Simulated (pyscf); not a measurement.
Structures and frequencies: ωB97X-D3(BJ)/def2-SVP in PySCF.

Task: For HO–Si•(OH)–F + HF → HO–Si(OH)(F)–F + H•, an atom transfer (doublet surface; F–H broken, F–Si formed), PBE/def2-TZVP gives ΔE‡ = 17.1 kcal/mol and ΔE = -21.8 kcal/mol (zero: the separated reactants). In which direction and how far do B3LYP-D3(BJ)/def2-TZVP, PBE0-D3(BJ)/def2-TZVP, ωB97M-D3(BJ)/def2-TZVP move these?

Result: B3LYP-D3(BJ): ΔE‡ = 21.5 kcal/mol, ΔE = -23.9 kcal/mol; PBE0-D3(BJ): ΔE‡ = 23.0 kcal/mol, ΔE = -25.0 kcal/mol; ωB97M-D3(BJ): ΔE‡ = 24.2 kcal/mol, ΔE = -28.4 kcal/mol. PBE's barrier lies under all of them, by 4.5 to 7.1 kcal/mol. Its reaction energy lies over all of them, by 2.1 to 6.6 kcal/mol. Low barriers are usual for a GGA, whose delocalisation error favours stretched bonds. On the reactant side the descent ends in a complex, 5.6 kcal/mol under the separated species and 34.0 kcal/mol under the saddle at ωB97X-D3(BJ)/def2-TZVP. At ωB97X-D3(BJ) the barrier from the zero used here is 28.4 kcal/mol. This is the saddle that the search found; another between the same sides may lie lower. The angle at the transferred F is 147°.
